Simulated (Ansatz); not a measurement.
Ansatz (an electronic-structure program) input:
A basis named .json is the Basis Set Exchange file of that set.

Ansatz 0.2 input:
```yaml
crystal:
  periodic: [false, false, false]
  atoms:
    - {symbol: C, position_ang: [-0.00009993, -0.00095442, 0.31517980]}
    - {symbol: C, position_ang: [-0.01085219, -0.76561157, -0.93063144]}
    - {symbol: C, position_ang: [0.01144086, 0.77123367, -0.92597056]}
    - {symbol: C, position_ang: [-0.00051703, -0.00493794, 1.63067274]}
    - {symbol: H, position_ang: [-0.92882004, -1.25538122, -1.23503907]}
    - {symbol: H, position_ang: [0.89268877, -1.28180502, -1.23454154]}
    - {symbol: H, position_ang: [0.92960062, 1.26283615, -1.22682425]}
    - {symbol: H, position_ang: [-0.89190819, 1.28925995, -1.22732177]}
    - {symbol: H, position_ang: [-0.01412041, -0.93212254, 2.19130493]}
    - {symbol: H, position_ang: [0.01272905, 0.91883428, 2.19691844]}
basis:
  gaussian:
    orbitals: aug-cc-pVQZ
    fitting: {mean_field: def2-universal-jkfit, correlation: aug-cc-pVQZ-RIFIT.json}
magnetization: {spin_polarized: false}
correlation: {method: mp2, electrons: outside_noble_gas}
```

Question: Which total energy does the run end on?

Answer: -155.65447 Eh (RI-MP2/aug-cc-pVQZ). The basis has 596 functions.
